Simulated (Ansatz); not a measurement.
This Ansatz (a quantum-chemistry and plane-wave program) input (CCSD(T)/pcseg-2) gives -152.34574 Eh with 118 basis functions. A basis named .json is the Basis Set Exchange file of that set (core-valence sets with the plain set on hydrogen).

Ansatz 0.2 input:
```yaml
crystal:
  periodic: [false, false, false]
  atoms:
    - {symbol: C, position_ang: [0.00913574, 0.00173503, -1.20562697]}
    - {symbol: C, position_ang: [-0.00077797, -0.00014775, 0.10266711]}
    - {symbol: H, position_ang: [0.02818759, 0.94008178, -1.73766571]}
    - {symbol: H, position_ang: [-0.00183081, -0.93507619, -1.74059173]}
    - {symbol: O, position_ang: [-0.00956292, -0.00181616, 1.26200208]}
basis:
  gaussian:
    orbitals: pcseg-2
magnetization: {spin_polarized: false}
correlation: {method: ccsd_t, electrons: outside_noble_gas}
```

Change:
```diff
- orbitals: pcseg-2
+ orbitals: pcseg-3.json
```

**Question.** What does the run give now?

**Answer.** -152.39810 Eh (CCSD(T)/pcseg-3, 246 functions), a change of -52.36 mEh.
